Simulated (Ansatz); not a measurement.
Worked example: correlation energy of HB–NH, triplet

Geometry: that of the HB–NH, singlet, kept fixed. The singlet lies 6.3 eV lower here.

```xyz
4

B     0.0000    0.0000    0.5713
N     0.0000    0.0000   -0.6613
H     0.0000    0.0000    1.7429
H     0.0000    0.0000   -1.6528
```

Basis 6-31G; Ansatz 0.2.0. Only valence electrons are correlated (noble-gas cores frozen), which leaves 10 electrons in 20 orbitals. Prefix R: restricted or restricted open-shell reference; prefix U: unrestricted.

Full CI is exact within this basis and frozen core; it isn't the basis-set limit. The frozen core follows each run's orbitals, which can shift R against U totals by a few meV.

The determinant fills πx and πy unequally, so it is a mixture of Σ and Δ, which weighs on every level built on one determinant.

Runs differ by some tens of microhartree through their thresholds and, for an open shell, their frozen cores, so steps under 0.1 kcal/mol mean nothing.

```
     level  total energy (hartree)
       UHF              -80.067055
      UMP2              -80.179893
     UCCSD              -80.208900
  UCCSD(T)              -80.215316
   UCCSDT*              -80.224128
UCCSDT(Q)*              -80.224386
  UCCSDTQ*              -80.223914
   full CI              -80.223889
```

Question: What is the correlation energy at full CI, and what share of it do UMP2 and UCCSD(T) recover?

Answer: E(corr) = -80.223889 − (-80.067055) = -0.156834 hartree = -4.268 eV. UMP2: -0.112838 / -0.156834 = 71.95 %. UCCSD(T): -0.148261 / -0.156834 = 94.53 %.

Question: By how many kcal/mol does UCCSD(T) miss full CI (1 hartree = 627.509 kcal/mol), and which steps make up the rest?

Answer: -80.215316 − (-80.223889) = 0.008573 hartree = 5.38 kcal/mol. Steps: UCCSDT − UCCSD(T) = -5.53, UCCSDT(Q) − UCCSDT = -0.16, UCCSDTQ − UCCSDT(Q) = 0.30, full CI − UCCSDTQ = 0.02 kcal/mol. With more than one leading determinant such errors change with state and geometry, and needn't cancel in differences.

An asterisk marks runs whose energy the program itself flagged as in doubt.
